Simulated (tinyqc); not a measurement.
Ways to converge the cycle: SCF convergence aids in the sto-3g basis, for CH2, spin multiplicity 3. Computed by the program tinyqc with PySCF. 

Geometry (angstrom):
```
atom,x,y,z
C,0.0000,0.0000,0.0000
H,0.0000,0.8710,0.6260
H,0.0000,-0.8710,0.6260
```

lowest solution found by these runs and by PySCF with stability checks = -38.428667 hartree

UHF with one setting changed at a time; a run stops when the energy changes by less than 1e-09 hartree and the error matrix is below 1e-5. The start is the core Hamiltonian. Damping d keeps d of the old density; a shift (hartree) raises the virtual levels; DIIS n extrapolates F over n matrices.

Largest element of the error matrix X^T (FDS - SDF) X:
```
iteration,plain,damping 0.3,damping 0.6,shift 0.4,DIIS 3,DIIS 8
1,3.4e-01,3.4e-01,3.4e-01,3.4e-01,3.4e-01,3.4e-01
2,3.3e-02,1.3e-01,2.3e-01,1.5e-01,3.3e-02,3.3e-02
3,1.2e-02,4.4e-02,1.5e-01,4.5e-02,1.2e-02,1.2e-02
4,4.8e-03,1.8e-02,9.5e-02,1.4e-02,3.2e-03,3.2e-03
5,1.9e-03,9.3e-03,6.0e-02,6.6e-03,5.5e-04,5.5e-04
6,7.7e-04,5.3e-03,3.7e-02,3.8e-03,2.1e-04,2.1e-04
8,2.2e-04,1.8e-03,1.5e-02,1.2e-03,1.0e-05,4.6e-06
10,8.2e-05,5.9e-04,7.5e-03,4.0e-04,-,-
14,1.3e-05,1.0e-04,2.3e-03,4.1e-05,-,-
20,-,1.6e-05,4.4e-04,-,-,-
30,-,-,4.6e-05,-,-,-
```

How each run ends:
```
run,iterations,E (hartree),state
plain,16,-38.428667,lowest found
damping 0.3,23,-38.428667,lowest found
damping 0.6,43,-38.428667,lowest found
shift 0.4,18,-38.428667,lowest found
DIIS 3,9,-38.428667,lowest found
DIIS 8,9,-38.428667,lowest found
```

6 of 6 runs reach the lowest solution found, in 9 to 43 iterations (fastest: DIIS 3, DIIS 8). Plain steps already contract here, so damping only slows them. DIIS 3 and DIIS 8 gain by cancelling the error over several earlier matrices, much as a quasi-Newton step does.
